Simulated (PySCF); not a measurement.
Assignment exercise: C₃H₄O

Atoms are numbered as in `[CH:1]#[C:2][CH2:3][OH:4]`. Each H is labelled by its parent atom.

Computational details: structure optimised with PBE0-D3(BJ)/def2-TZVP, J: B3LYP/pcJ-2, shielding tensors at B97-2/pcSseg-2 (GIAO), in PySCF (single conformer, no relativistic terms, isolated molecule, rapidly exchanging positions averaged).

Scale: 13C and 1H vs TMS (reference shieldings calculated alike).

Task: Assign these signals to the numbered atoms. 13C{1H} NMR (computed): δ 85.5 (C), 78.4 (CH), 56.1 (CH2).

Result: 
```tsv
δ (ppm)	atoms	environment	reason
85.5	C2	alkyne carbon	the triple bond shields along its axis, which puts it between sp3 and sp2 carbons
78.4	C1	terminal alkyne carbon	sp carbons lie upfield of alkene carbons because the cylindrical π system leaves one tensor component strongly shielded
56.1	C3	propargylic sp3 CH2 bonded to O	deshielded by the electronegative neighbour
```

Task: Assign these signals to the numbered atoms. 1H NMR (400 MHz, computed): δ 4.52 (d, J = 3.6 Hz, 2H), 2.00 (t, J = 3.6 Hz, 1H), 0.12 (br s, 1H).

Result: 
```tsv
δ (ppm)	atoms	environment	reason
4.52	H(C3)	hydrogen on a propargylic sp3 CH2 bonded to O	its carbon carries O, hence the downfield position
2.00	H(C1)	hydrogen on a terminal alkyne carbon	it lies on the axis of the triple bond, in its shielding cone
0.12	H(O4)	hydrogen on an alcohol oxygen	exchangeable, gas-phase position
```

Exchangeable OH/NH protons stand at their gas-phase positions; hydrogen bonding in a real sample shifts them, mostly to higher δ. Multiplet labels drop couplings under 1 Hz and merge nearly equal ones. Shifts are as computed. Against solution values, carbons near 30 ppm lie about +3 ppm off and those near 130 ppm about +7 ppm. Of 1211 compounds with measured shifts, 218 miss one by over three times the rms of a fit or turn the order of signals round; such compounds aren't used in these exercises. Couplings to exchangeable protons are dropped.
